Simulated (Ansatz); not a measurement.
CH2Cl2 (dichloromethane): entropy by statistical mechanics

A singlet with charge 0, relaxed at r2SCAN/def2-TZVP (Ansatz 0.2.0):

```xyz
5

Cl    1.6392   -0.3429    0.2686
C    -0.1044   -0.0853    0.0649
Cl   -0.4798    1.2911   -0.9898
H    -0.5248   -0.9784   -0.3866
H    -0.5303    0.1156    1.0429
```

Harmonic wavenumbers in cm⁻¹: 282, 711, 721, 904, 1174, 1282, 1456, 3108, 3190.

Masses in u: Cl 35.45, C 12.011, H 1.008. Take T = 298.15 K, p = 1 bar, R = 8.3145 J/(mol K), kT/hc = 207.22 cm⁻¹, rigid rotor and harmonic oscillator.

Question: Compute the standard molar entropy.

Answer: 
1. Translation (Sackur–Tetrode): S = R[3/2 ln M + 5/2 ln T − 1.1517] with M = 84.927 gives 164.3 J/(mol K).
2. Rotation: principal moments 15.626, 156.615, 168.974 u Å² give A, B, C = 1.0788, 0.1076, 0.0998 cm⁻¹; the symmetry number is σ = 2; q = (√π/σ)√((kT/hc)³/ABC) = 24561; S = R(ln q + 3/2) = 96.5.
3. Vibration: with u = ν̃/207.22, each mode gives R[u/(eᵘ − 1) − ln(1 − e⁻ᵘ)]; the sum is 9.7, most from 282 cm⁻¹ (6.4), 711 cm⁻¹ (1.2), 721 cm⁻¹ (1.2).
4. Spin: R ln 1 = 0.0.
5. Sum: 164.3 + 96.5 + 9.7 + 0.0 = 270.5 J/(mol K).

The tabulated value is 270.2 J/(mol K) (CRC Handbook of Chemistry and Physics): the model is off by +0.3.
